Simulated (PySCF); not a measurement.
C6H6 (charge +1 and doublet state).
Structure used (GFN2-xTB), in Å, numbered top down from 1:
```
atom  x, y, z in Å
C1     2.029    0.186    0.007
C2     0.688    0.063    0.000
C3    -0.093   -1.094    0.402
C4    -1.451   -0.793    0.238
C5    -1.569    0.516   -0.256
C6    -0.288    1.058   -0.410
H7     2.513    1.096   -0.313
H8     2.667   -0.621    0.333
H9     0.317   -2.021    0.765
H10   -2.270   -1.456    0.455
H11   -2.493    1.020   -0.479
H12   -0.050    2.046   -0.769
```

Identity: `[CH2+][C]1C=CC=C1` [radical] (charge +1).

Computed, not measured: UKS B3LYP, pcH-1 on C H, non-relativistic, mean-field spin-orbit, GIAO in PySCF. Isolated species at its GFN2-xTB geometry, gas phase. The geometry wasn't refined by DFT: couplings that depend on bond lengths, twists or pyramidal angles can differ widely from those at the functional's own minimum, by a factor of two or more for some ions and for spin on atoms past the first row. No stability test was run, so a lower SCF solution isn't excluded.

Problem. Give the principal g shifts and their parts.

Solution. 
```
                    Δg (ppm)     1     2     3
relativistic mass correction  -138  -138  -138
            gauge correction     0    35    27
   orbital Zeeman/spin–orbit     8   114   769
                       total  -130    11   658
```

So g = 2.00219, 2.00233, 2.00298 and g_iso = 2.00250; the tensor is rhombic: the two nearest values differ by 18 % of g3 − g1. Axes: g1 is normal to the molecular plane.

Problem. At 9.503 GHz, how far is the centre of the isotropic spectrum from where a free electron (g = 2.002319) resonates?

Solution. B = hν/(g μB) with μB/h = 13.99624 MHz/mT gives 339.09 mT for the free electron and 339.06 mT at g_iso, 0.03 mT lower.

Problem. How much does each term add to the isotropic shift?

Solution. The orbital-Zeeman/spin–orbit term 297, the mass correction -138 and the gauge correction 21 ppm, for a total of 179 ppm. The orbital-Zeeman/spin–orbit term is the largest in size. The mass correction is the same along every axis, so the anisotropy comes from the other two: their spans along these axes are 35 (gauge) and 762 ppm (orbital Zeeman/spin–orbit).

Problem. In a frozen sample, at which fields do the three g values resonate at 9.5, 34, 94 and 263 GHz (hyperfine left aside), and which band first spreads them over more than twice a line width of 1.0 mT?

Solution. 
| band | GHz | B(g3) mT | B(g2) mT | B(g1) mT | spread mT |
| --- | --- | --- | --- | --- | --- |
| X | 9.5 | 338.87 | 338.98 | 339.01 | 0.13 |
| Q | 34.0 | 1212.81 | 1213.20 | 1213.28 | 0.48 |
| W | 94.0 | 3353.05 | 3354.14 | 3354.37 | 1.32 |
| J | 263.0 | 9381.41 | 9384.44 | 9385.11 | 3.69 |

The spread grows in proportion to the frequency. J band is the first where it exceeds 2.0 mT.

The Mulliken spin populations are largest on C6 (+0.51), C3 (+0.51), C2 (-0.08) and C4 (+0.07). The angles at C6 add up to 360.0°, so it is planar.

The HOMO–LUMO gaps are 4.38 eV among the α and 3.06 eV among the β orbitals.

The SMILES draws the unpaired electron on C2; the largest computed Mulliken spin population is on C6 (0.51 against -0.08).
